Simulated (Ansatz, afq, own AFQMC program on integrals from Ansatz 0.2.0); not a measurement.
AFQMC on a folder of integrals that Ansatz 0.2.0 wrote.

```yaml
crystal:
  periodic: [false, false, false]
  atoms:
    - {symbol: B, position_ang: [0.000000, 0.000000, 0.265288]}
    - {symbol: C, position_ang: [0.000000, 0.000000, -1.707712]}
    - {symbol: H, position_ang: [0.000000, 0.000000, 1.442424]}
basis:
  gaussian: {orbitals: 6-31G}
magnetization: {spin_polarized: false}
correlation: {method: ccsd_t, electrons: outside_noble_gas, hamiltonian_folder: ham}
```

```sh
$ ansatz run in.yaml --threads 1 --pin off --events-out ev --progress --plain --max-ram 16896MiB --backend cuda --devices 0, --max-vram 18GiB
```

Options of the walk:

```
--method phaseless --trial cisd --walkers 4000 --populations 20 --least-time 60 --time-step 0.005 --steps-per-block 50 --equilibration-blocks 40 --max-blocks 4000 --target-error 0.00034 --factor-cut 1e-05 --seed 8625 --release-times 0.24,0.51,0.99,1.62,2.4 --release-step 0.03 --release-every 3 --taylor-order 6
```

Times are imaginary, in 1/Eh. The walk had a cap of 122 s. With eight or more populations the least sampling time is a fifth of least-time, and the error comes from their spread.

Log:

```
orbitals 18  electrons 4 4  factors 104 of 285
reference energy -62.77494477 Eh
CCSD correlation -0.17001389 Eh in 15 cycles, weight of the determinant in the CISD state 0.7822
energy of the start -62.944949 Eh
 block  time / (1/Eh)  mean weight  energy / Eh
     1     0.250  1.0000  -62.943169
     2     0.500  1.0000  -62.943824
     3     0.750  1.0000  -62.944718
     4     1.000  1.0000  -62.946468
     5     1.250  0.9999  -62.947515
     7     1.750  1.0000  -62.950038
     9     2.250  1.0000  -62.951818
    11     2.750  1.0001  -62.953640
    15     3.750  1.0000  -62.955237
    19     4.750  0.9998  -62.953859
    23     5.750  1.0001  -62.952630
    27     6.750  1.0000  -62.954377
    31     7.750  1.0001  -62.954596
    35     8.750  1.0000  -62.953836
    39     9.750  1.0000  -62.953230
    43    10.750  1.0000  -62.954615
    47    11.750  1.0000  -62.954151
    51    12.750  0.9999  -62.953996
    55    13.750  1.0000  -62.953380
    59    14.750  0.9999  -62.952666
    63    15.750  1.0001  -62.952700
    67    16.750  1.0002  -62.953127
    71    17.750  0.9999  -62.952741
    75    18.750  0.9999  -62.951918
    79    19.750  1.0001  -62.953020
    83    20.750  1.0001  -62.953804
    85    21.250  1.0001  -62.951681
    87    21.750  0.9996  -62.952909
    89    22.250  0.9998  -62.952136
error from the spread of 20 populations
released: time / (1/Eh)  energy / Eh  error  mean overlap
  0.24  -62.953789  0.000230  0.9986
  0.51  -62.954479  0.000297  0.9943
  0.99  -62.955492  0.000214  0.9919
  1.62  -62.955646  0.000261  0.9909
  2.40  -62.956582  0.000240  0.9848
energy -62.953388 +/- 0.000243 Eh
(rows thinned)
```

The run passed its tests (sampling time, drift between the halves within three errors, error under three times the target), which doesn't prove that it has relaxed. The second half of the sampling lies above the first by 2.1 errors of their difference, so the energy may still be moving and its error bar be too small.

Against this walk (error 6.6 meV) on the same determinant: CCSD(T) 46.5 meV lower, CCSDT(Q) 110.5 meV lower, CCSDTQ 144.3 meV lower, full CI 154.9 meV lower. The error is statistical and leaves out the bias of the constraint. The released energies are still falling (meV from the phaseless value at times in 1/Eh: -11 ± 6 at 0.24, -30 ± 8 at 0.51, -57 ± 6 at 0.99, -61 ± 7 at 1.62, -87 ± 7 at 2.40), so they give no level; they do show a bias of the constraint, and the last of them that isn't too noisy lies 68 meV above full CI. Full CI is exact here, so the walk's 155 meV above it is the walk's own error: the bias of the constraint with this trial, or a walk that hasn't relaxed. The determinant is a poor start (see the cautions), so the low cluster orders aren't to be relied on, and full CI is the sure value.

Cautions: constraint bias not in the error; higher spins were not checked; restricted determinant unstable towards unrestricted (UHF 1.39 eV lower, ⟨S²⟩ 1.13); strong correlation (T1 0.071, weight of the determinant 0.78, largest double 0.28); in a space of 8 electrons in 8 natural orbitals full CI finds another state of this spin 6 meV below the state of CCSDT(Q); the CCSDTQ amplitudes may be one of several solutions (largest double 0.81); the determinant fills πx and πy unequally, so it mixes two states of the linear molecule, and each level undoes that mixture to a different degree, while full CI gives the lower state, and by Hund's rule a triplet of that filling probably lies lower still; CCSDTQ on the UHF determinant differs (565 meV lower), perhaps since the unrestricted series falls towards higher spin.

The walk took 14 s on 1 × NVIDIA H100 80GB HBM3 with 2 threads of AMD EPYC 7R13 Processor (Zen 3), on a shared host (the card was shared). The log's last line is the phaseless energy.

CCSDT and higher add their correlation energy to the determinant of the CCSD(T) run, since their own runs factorise the integrals more tightly (a shift of under 2 meV).
